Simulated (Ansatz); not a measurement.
## Relaxing palladium (fcc)

The calculation used DFT, RPBE, plane waves (420 eV) with PAW, scalar-relativistic (Ansatz). The PAW files were generated under PBE, with cores re-solved for the functional.

k-point mesh 14×14×14, Fermi-Dirac smearing 0.05 eV, starting moments 0.50 μB. Cell and atoms relax.

Starting structure:

```yaml
crystal:
  lattice:
    - [0.0, 1.9449, 1.9449]
    - [1.9449, 0.0, 1.9449]
    - [1.9449, 1.9449, 0.0]
  atoms:
    - { symbol: Pd, position: [0.0, 0.0, 0.0], spin: 0.5 }
hamiltonian:
  xc: rpbe
  pseudopotentials:
    kind: paw
    azcp:
      Pd: "pseudopotentials/Pd.paw.azcp"
basis:
  ecutwfc: 420
  fft_grid_basis: typed
kpoints:
  mp_grid: { grid: [14, 14, 14], shift: [0, 0, 0] }
magnetization:
  spin_polarized: true
scf:
  occupations: { method: fermi_dirac, width: 0.05 }
relax:
  max_steps: 60
  f_tol: 0.01
  cell: {}
```

Task: The pressure at the start is 13.0 GPa. By how much does the volume change?

Result: From 14.71 to 15.83 Å³ per atom, 7.6 %. The final cell has a = 3.986 Å.

Task: How much energy does the relaxation gain?

Result: 41.6 meV per atom.

Path of the relaxation (the plane waves are chosen anew near the end, which can shift the energy a little):

| step | E − E(final) (meV/atom) | V (Å³/atom) | P (GPa) | max force (eV/Å) |
| --- | --- | --- | --- | --- |
| 0 | 41.58 | 14.714 | 12.96 | 0.000 |
| 1 | 11.14 | 16.460 | -5.11 | 0.000 |
| 2 | 0.68 | 15.925 | -0.86 | 0.000 |
| 3 | 0.38 | 15.822 | 0.08 | 0.000 |
| 4 | 0.38 | 15.830 | 0.00 | 0.000 |
| 5 | 0.00 | 15.830 | -0.04 | 0.000 |

Task: Which magnetic state does it end in?

Result: ferromagnetic, net 0.42 μB per atom; moments 0.43 μB.

Real palladium is paramagnetic; a moment here is an artefact of the functional.
